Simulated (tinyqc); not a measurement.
ROHF in the sto-3g basis, for NH, spin multiplicity 3, step by step. One step of it, computed by the program tinyqc.

Task: Iteration 2: building the Fock matrix. J_ij = sum D_kl (ij|kl) with D = D(alpha) + D(beta), K_ij = sum D_kl (ik|jl) for each spin; F = H + J - K(s); E = tr D H + tr D J / 2 - 0.5 sum_s tr D(s) K(s) + E_nn.

D(alpha) after iteration 1:
```
            1N 1s      1N 2s     1N 2px     1N 2py     1N 2pz      2H 1s
1N 1s    1.059205  -0.253075   0.000000   0.000000  -0.004666   0.027767
1N 2s   -0.253075   1.083675   0.000000   0.000000   0.027383  -0.162955
1N 2px   0.000000   0.000000   0.974327  -0.158159   0.000000   0.000000
1N 2py   0.000000   0.000000  -0.158159   0.025673   0.000000   0.000000
1N 2pz  -0.004666   0.027383   0.000000   0.000000   1.029753  -0.177060
2H 1s    0.027767  -0.162955   0.000000   0.000000  -0.177060   1.053668
```

D(beta) after iteration 1:
```
            1N 1s      1N 2s    1N 2px    1N 2py     1N 2pz      2H 1s
1N 1s    1.058427  -0.249312  0.000000  0.000000   0.020059   0.009820
1N 2s   -0.249312   1.065466  0.000000  0.000000  -0.092240  -0.076124
1N 2px   0.000000   0.000000  0.000000  0.000000   0.000000   0.000000
1N 2py   0.000000   0.000000  0.000000  0.000000   0.000000   0.000000
1N 2pz   0.020059  -0.092240  0.000000  0.000000   0.243893   0.393371
2H 1s    0.009820  -0.076124  0.000000  0.000000   0.393371   0.639611
```

core Hamiltonian H = T + V (hartree):
```
             1N 1s      1N 2s     1N 2px     1N 2py     1N 2pz      2H 1s
1N 1s   -24.490510  -5.630769   0.000000   0.000000  -0.005052  -0.241830
1N 2s    -5.630769  -6.552635   0.000000   0.000000  -0.064414  -0.729152
1N 2px    0.000000   0.000000  -5.195178   0.000000   0.000000   0.000000
1N 2py    0.000000   0.000000   0.000000  -5.195178   0.000000   0.000000
1N 2pz   -0.005052  -0.064414   0.000000   0.000000  -5.225501  -0.694180
2H 1s    -0.241830  -0.729152   0.000000   0.000000  -0.694180  -2.531465
```

Two-electron integrals (ij|kl) in chemists' order, unique and non-zero (hartree):
```
(11|11) 4.166630   (21|11) 0.640849   (21|21) 0.117461   (22|11) 0.969864
(22|21) 0.220936   (22|22) 0.708245   (31|31) 0.020960   (32|31) 0.032452
(32|32) 0.156449   (33|11) 0.967124   (33|21) 0.220977   (33|22) 0.708086
(33|33) 0.762805   (41|41) 0.020960   (42|41) 0.032452   (42|42) 0.156449
(43|43) 0.041119   (44|11) 0.967124   (44|21) 0.220977   (44|22) 0.708086
(44|33) 0.680568   (44|44) 0.762805   (51|51) 0.020960   (52|51) 0.032452
(52|52) 0.156449   (53|53) 0.041119   (54|54) 0.041119   (55|11) 0.967124
(55|21) 0.220977   (55|22) 0.708086   (55|33) 0.680568   (55|44) 0.680568
(55|55) 0.762805   (61|11) 0.027523   (61|21) 0.005009   (61|22) 0.009387
(61|33) 0.009370   (61|44) 0.009370   (61|51) 0.000248   (61|52) 0.000471
(61|55) 0.009423   (61|61) 0.000217   (62|11) 0.090263   (62|21) 0.020919
(62|22) 0.077489   (62|33) 0.075851   (62|44) 0.075851   (62|51) 0.001708
(62|52) 0.014851   (62|55) 0.080686   (62|61) 0.000917   (62|62) 0.012727
(63|31) 0.001811   (63|32) 0.011489   (63|53) 0.002787   (63|63) 0.001407
(64|41) 0.001811   (64|42) 0.011489   (64|54) 0.002787   (64|64) 0.001407
(65|11) 0.084615   (65|21) 0.019812   (65|22) 0.078043   (65|33) 0.074782
(65|44) 0.074782   (65|51) 0.003063   (65|52) 0.024181   (65|55) 0.084475
(65|61) 0.000891   (65|62) 0.015323   (65|65) 0.019563   (66|11) 0.294961
(66|21) 0.069313   (66|22) 0.293601   (66|33) 0.284494   (66|44) 0.284494
(66|51) 0.004990   (66|52) 0.062009   (66|55) 0.311627   (66|61) 0.003031
(66|62) 0.070233   (66|65) 0.095368   (66|66) 0.774606
```

nuclear repulsion = 2.06709848 hartree

Give: Coulomb J; exchange K(alpha); exchange K(beta); F(alpha); F(beta); total energy of this density.

Result:

Coulomb J (hartree):
```
         1N 1s  1N 2s  1N 2px  1N 2py  1N 2pz  2H 1s
1N 1s   12.958  2.333   0.000   0.000   0.005  0.100
1N 2s    2.333  5.458   0.000   0.000   0.089  0.633
1N 2px   0.000  0.000   5.454  -0.013   0.000  0.000
1N 2py   0.000  0.000  -0.013   5.376   0.000  0.000
1N 2pz   0.005  0.089   0.000   0.000   5.526  0.669
2H 1s    0.100  0.633   0.000   0.000   0.669  3.179
```

exchange K(alpha) (hartree):
```
        1N 1s  1N 2s  1N 2px  1N 2py  1N 2pz  2H 1s
1N 1s   4.259  0.707   0.000   0.000   0.000  0.032
1N 2s   0.707  1.082   0.000   0.000   0.006  0.133
1N 2px  0.000  0.000   0.959  -0.114   0.000  0.000
1N 2py  0.000  0.000  -0.114   0.274   0.000  0.000
1N 2pz  0.000  0.006   0.000   0.000   0.985  0.138
2H 1s   0.032  0.133   0.000   0.000   0.138  0.796
```

exchange K(beta) (hartree):
```
        1N 1s   1N 2s  1N 2px  1N 2py  1N 2pz  2H 1s
1N 1s   4.221   0.651   0.000   0.000   0.001  0.030
1N 2s   0.651   0.815   0.000   0.000  -0.030  0.131
1N 2px  0.000   0.000   0.184   0.000   0.000  0.000
1N 2py  0.000   0.000   0.000   0.184   0.000  0.000
1N 2pz  0.001  -0.030   0.000   0.000   0.434  0.212
2H 1s   0.030   0.131   0.000   0.000   0.212  0.575
```

F(alpha) (hartree):
```
          1N 1s   1N 2s  1N 2px  1N 2py  1N 2pz   2H 1s
1N 1s   -15.792  -4.005   0.000   0.000   0.000  -0.174
1N 2s    -4.005  -2.176   0.000   0.000   0.019  -0.229
1N 2px    0.000   0.000  -0.700   0.101   0.000   0.000
1N 2py    0.000   0.000   0.101  -0.094   0.000   0.000
1N 2pz    0.000   0.019   0.000   0.000  -0.684  -0.163
2H 1s    -0.174  -0.229   0.000   0.000  -0.163  -0.148
```

F(beta) (hartree):
```
          1N 1s   1N 2s  1N 2px  1N 2py  1N 2pz   2H 1s
1N 1s   -15.754  -3.949   0.000   0.000  -0.001  -0.172
1N 2s    -3.949  -1.910   0.000   0.000   0.055  -0.227
1N 2px    0.000   0.000   0.074  -0.013   0.000   0.000
1N 2py    0.000   0.000  -0.013  -0.004   0.000   0.000
1N 2pz   -0.001   0.055   0.000   0.000  -0.133  -0.237
2H 1s    -0.172  -0.227   0.000   0.000  -0.237   0.072
```

total energy of this density = -53.82687 hartree
